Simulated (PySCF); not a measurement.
**Ionisation energy of O by level of theory**

O [He] 2s2 2p4 (3P) → O+ [He] 2s2 2p3 (4S), as a difference of total energies. Calculation: PySCF 2.14, in Sapporo-DZP-2012; the spin-free X2C one-electron Hamiltonian (Gaussian nucleus). Correlated levels: valence: 1s2 frozen. The calculations carry no spin-orbit coupling.

```tsv
method	ionisation energy (eV)	error (eV)
UHF	11.961	-1.647
PBE0	13.668	+0.060
PBE	13.797	+0.189
MP2 (valence)	12.904	-0.704
SCS-MP2 (valence)	12.919	-0.689
CCSD (valence)	12.892	-0.716
CCSD(T) (valence)	12.900	-0.708
```

Reference: 13.608 eV (measured; NIST levels, between the centres of gravity of the two terms).

Errors of the correlated levels include the incompleteness of this basis and the frozen core.
